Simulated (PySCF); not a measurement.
# S(OH)₂: structure of the singlet

Where does singlet S(OH)₂ go from a bent start, is the end point a minimum, and what are its modes, charges and moments?

Computed with PySCF 2.14.0. Level: PBE0, basis S def2-TZVP, O def2-TZVP, H def2-TZVP, no relativity, density fitting.

**1. The starting structure**

5 atoms, charge 0, spin multiplicity 1.

Bond lengths: S1–O2 1.660 Å, S1–O3 1.660 Å, O2–H4 0.960 Å, O3–H5 0.960 Å. Angles: O2–S1–O3 110.0°, S1–O2–H4 130.0°, S1–O3–H5 130.0°.

Coordinates in bohr (charge 0 multiplicity 1):
```
S     0.0000    0.0000    0.0000
O     2.5696    0.0000    1.7992
O    -2.5696    0.0000    1.7992
H     3.5249   -1.3897    2.4682
H    -3.5249    1.3897    2.4682
```

**2. The SCF at the typed geometry**

The steps below are one call of a driver around PySCF. For each, scf.py gives the equivalent set-up of the SCF; relaxations use the driver's own optimiser. After this first run the driver tries any further starts and a stability analysis.

The input, scf.py:

```python
from pyscf import gto, scf, dft
mol = gto.M(atom='''
S      0.000000     0.000000     0.000000
O      1.359800     0.000000     0.952100
O     -1.359800     0.000000     0.952100
H      1.865300    -0.735400     1.306100
H     -1.865300     0.735400     1.306100''',
    basis={'S': 'def2-TZVP', 'O': 'def2-TZVP', 'H': 'def2-TZVP'},
    charge=0, spin=0)
mf = dft.RKS(mol, xc='PBE0')
mf.grids.atom_grid = (50, 194)
aux = {'S': 'def2-universal-JKFIT', 'O': 'def2-universal-JKFIT', 'H': 'def2-universal-JKFIT'}
mf = mf.density_fit(auxbasis=aux)
mf.conv_tol = 1e-08
mf.diis_space = 10
mf.max_cycle = 60
mf.init_guess = 'minao'
mf.verbose = 4
mf.kernel()
```

Run with:

```console
> OMP_NUM_THREADS=4 python axn.py task.json out
```

Log:

```text
init E= -549.858251727383
  HOMO = -0.24583954750802  LUMO = -0.0874822540207724  gap/eV = 4.30912
cycle= 1 E= -549.463710124278  delta_E= 0.395  |g|= 0.786  |ddm|= 1.87
  HOMO = -0.186884397750823  LUMO = 0.0144913253354414  gap/eV = 5.47971
cycle= 2 E= -549.297621671779  delta_E= 0.166  |g|= 1.23  |ddm|=    1
  HOMO = -0.222954256420387  LUMO = -0.0177781553632538  gap/eV = 5.58313
cycle= 3 E= -549.565938363771  delta_E= -0.268  |g|= 0.0893  |ddm|= 0.662
  HOMO = -0.234329929339815  LUMO = -0.0183552395807264  gap/eV = 5.87697
cycle= 4 E= -549.567819319357  delta_E= -0.00188  |g|= 0.0195  |ddm|= 0.0954
  HOMO = -0.230576178389278  LUMO = -0.0157720723540416  gap/eV = 5.84512
cycle= 5 E= -549.567906675842  delta_E= -8.74e-05  |g|= 0.00435  |ddm|= 0.0221
  HOMO = -0.231228517411857  LUMO = -0.016330003570796  gap/eV = 5.84769
cycle= 6 E= -549.567909735763  delta_E= -3.06e-06  |g|= 0.000756  |ddm|= 0.00373
  HOMO = -0.231130523826792  LUMO = -0.0162402052242577  gap/eV = 5.84746
cycle= 7 E= -549.567909882213  delta_E= -1.46e-07  |g|= 0.000194  |ddm|= 0.000869
  HOMO = -0.231142716342561  LUMO = -0.016256072099685  gap/eV = 5.84736
cycle= 8 E= -549.567909891451  delta_E= -9.24e-09  |g|= 2.41e-05  |ddm|= 0.000168
  HOMO = -0.231146404199315  LUMO = -0.0162575160917258  gap/eV = 5.84742
Extra cycle  E= -549.567909891494  delta_E= -4.33e-11  |g|= 3.05e-05  |ddm|= 4.77e-05
converged SCF energy = -549.567909891494
```

This step, with its further starts and checks, took 5.2 s on 4 threads of Intel Xeon 6975P-C (Granite Rapids), shared host.

The starts that the driver tried:

| start | energy (Eh) |
| --- | --- |
| the minimal-basis guess | -549.567910 |
| a thermally smeared density | -549.567910 |
| a smeared PBE density | -549.567910 |

No lower closed-shell solution turned up from the other starts or in the test of internal stability.

**3. Relaxing the singlet from the bent start**

The program finds C2 symmetry in the start, which this walk keeps.

Changes to scf.py since step 2:

```diff
@@ -3,5 +3,5 @@
-S      0.000000     0.000000     0.000000
-O      1.359800     0.000000     0.952100
-O     -1.359800     0.000000     0.952100
-H      1.865300    -0.735400     1.306100
-H     -1.865300     0.735400     1.306100''',
+S      0.000000     0.000000    -0.501537
+O      1.359800    -0.000000     0.450563
+O     -1.359800     0.000000     0.450563
+H      1.865300    -0.735400     0.804563
+H     -1.865300     0.735400     0.804563''',
@@ -17 +16,0 @@
-mf.init_guess = 'minao'
```

Steps of the walk:

| step | energy (Eh) | change (kJ/mol) | largest symmetric gradient (Eh/bohr) |
| --- | --- | --- | --- |
| 0 | -549.567910 | 0.00 | 0.03740 |
| 1 | -549.586428 | -48.62 | 0.01777 |
| 2 | -549.591144 | -61.00 | 0.01802 |
| 3 | -549.591984 | -63.21 | 0.00231 |
| 4 | -549.592202 | -63.78 | 0.00705 |
| 5 | -549.592323 | -64.10 | 0.00093 |
| 6 | -549.592333 | -64.12 | 0.00033 |
| 7 | -549.592333 | -64.12 | 0.00007 |

The walk took 6.6 s.

Positions (Å) and forces (eV/Å) along the way:

```
step 0
S    0.000   0.000  -0.502   0.000   0.000   1.125
O    1.360   0.000   0.451  -0.489   1.924  -0.201
O   -1.360   0.000   0.451   0.489  -1.924  -0.201
H    1.865  -0.735   0.805  -0.942  -1.030  -0.361
H   -1.865   0.735   0.805   0.942   1.030  -0.361
step 1
S    0.000   0.000  -0.481   0.000   0.000  -0.207
O    1.329   0.097   0.461   0.390  -0.196   0.682
O   -1.329  -0.097   0.461  -0.390   0.196   0.682
H    1.722  -0.750   0.783  -0.914   0.571  -0.579
H   -1.722   0.750   0.783   0.914  -0.571  -0.579
step 4
S    0.000   0.000  -0.525   0.000   0.000  -0.035
O    1.271   0.152   0.489  -0.034   0.363  -0.061
O   -1.271  -0.152   0.489   0.034  -0.363  -0.061
H    1.548  -0.718   0.778   0.101  -0.347   0.079
H   -1.548   0.718   0.778  -0.101   0.347   0.079
step 7
S    0.000   0.000  -0.515   0.000   0.000  -0.002
O    1.276   0.154   0.496  -0.001   0.004  -0.001
O   -1.276  -0.154   0.496   0.001  -0.004  -0.001
H    1.565  -0.726   0.765   0.002  -0.003   0.002
H   -1.565   0.726   0.765  -0.002   0.003   0.002
```

After 7 steps and 64.1 kJ/mol it ends at C2: O–H 0.965 Å (×2), S–O 1.635 Å (×2); H–O–S 108.7° (×2), O–S–O 103.6°.

**4. Hessian and properties**

On the finer grid the gradient is checked again; gradients at displacements of ±0.02 bohr then give force constants and infrared intensities.

Changes to scf.py since step 3:

```diff
@@ -3,5 +3,5 @@
-S      0.000000     0.000000    -0.501537
-O      1.359800    -0.000000     0.450563
-O     -1.359800     0.000000     0.450563
-H      1.865300    -0.735400     0.804563
-H     -1.865300     0.735400     0.804563''',
+S      0.000000     0.000000    -0.529908
+O      1.275521     0.154171     0.481946
+O     -1.275521    -0.154171     0.481946
+H      1.564427    -0.726267     0.751073
+H     -1.564427     0.726267     0.751073''',
@@ -11 +11 @@
-mf.grids.atom_grid = (50, 194)
+mf.grids.atom_grid = (75, 302)
@@ -14 +14 @@
-mf.conv_tol = 1e-08
+mf.conv_tol = 1e-10
```

The driver hands on the density of the step before, so the log starts near convergence.

Log of the central SCF (cycles and frontier levels):

```text
init E= -549.592337792906
  HOMO = -0.240008057622624  LUMO = 0.000510960930299536  gap/eV = 6.54486
cycle= 1 E= -549.592337792908  delta_E= -1.59e-12  |g|= 7.75e-07  |ddm|= 1.45e-06
  HOMO = -0.240007815677863  LUMO = 0.000511115214527377  gap/eV = 6.54485
Extra cycle  E= -549.592337792904  delta_E= 3.41e-12  |g|= 6.77e-07  |ddm|= 1.26e-06
converged SCF energy = -549.592337792904
```

The whole step took 25 s.

Geometry: C2; O–H 0.965 Å (×2), S–O 1.635 Å (×2); H–O–S 108.7° (×2), O–S–O 103.6°.

Harmonic modes (main isotopes):

```tsv
symmetry	ω (cm⁻¹)	IR (km/mol)
a	357	0.9
a	521	145
b	534	104
b	819	194
a	829	58.9
a	1186	20.7
b	1187	50.9
b	3792	124
a	3796	14.9
```

No imaginary mode, so this is a minimum.

Properties at this point:

- Dipole moment: 0.71 D
- Highest occupied level: -6.53 eV
- Lowest empty level: 0.01 eV
- Rotational constants: 0.8835, 0.2867, 0.2253 cm⁻¹
- Zero-point energy: 77.9 kJ/mol
- Principal polarisabilities: 20.4, 25.4, 32.7 bohr³
- Atomisation energy without zero-point energy: 1521 kJ/mol
- Principal traceless quadrupole moments about the centre of mass: -7.74, -0.72, 8.46 D Å
- Entropy at 298.15 K and 1 bar: 262.7 J/(mol K)
- Heat capacity Cp at 298.15 K: 56.6 J/(mol K)
- Enthalpy at 298.15 K above 0 K: 12.39 kJ/mol
- Rotational symmetry number: 2

Charges (e) and bond orders:

```tsv
atom	Mulliken	Löwdin	polar tensor	Mayer order to S1
S1	0.17	0.24	0.71	–
O2,3	-0.42	-0.27	-0.62	1.07
H4,5	0.33	0.15	0.26	0.02
```

Outer orbital energies (eV). occupied: -19.60, -15.85, -13.29, -12.60, -12.10, -9.67, -9.54, -6.53; empty: 0.01, 0.17, 2.06, 2.08.

Mulliken populations on S1: s 5.89, p 9.59, d 0.31, f 0.04.

**5. Would spin polarisation lower it?**

At the lowest minimum the closed shell is tested against spin polarisation, on the (50, 194) grid. It is stable.

**6. Results**

| quantity | value |
| --- | --- |
| minimum | singlet, C2 |
| geometry | O–H 0.965 Å (×2), S–O 1.635 Å (×2); H–O–S 108.7° (×2), O–S–O 103.6° |
| wavenumbers (cm⁻¹) | 357 (a), 521 (a), 534 (b), 819 (b), 829 (a), 1186 (a), 1187 (b), 3792 (b), 3796 (a) |
| dipole moment | 0.71 D |
| highest occupied, lowest empty level | -6.53, 0.01 eV |
| polar-tensor charge of S1 | +0.71 e |
| zero-point energy | 77.9 kJ/mol |
| entropy at 298.15 K | 262.7 J/(mol K) |
| atomisation energy (no zero-point energy) | 1521 kJ/mol |

The bent start keeps its C2 symmetry and ends in a minimum. The strongest infrared band lies at 819 cm⁻¹ (b). Only this shape and spin were tried, so other structures or states may lie lower.

The search up to here took 38 s on 4 threads of Intel Xeon 6975P-C (Granite Rapids), shared host.
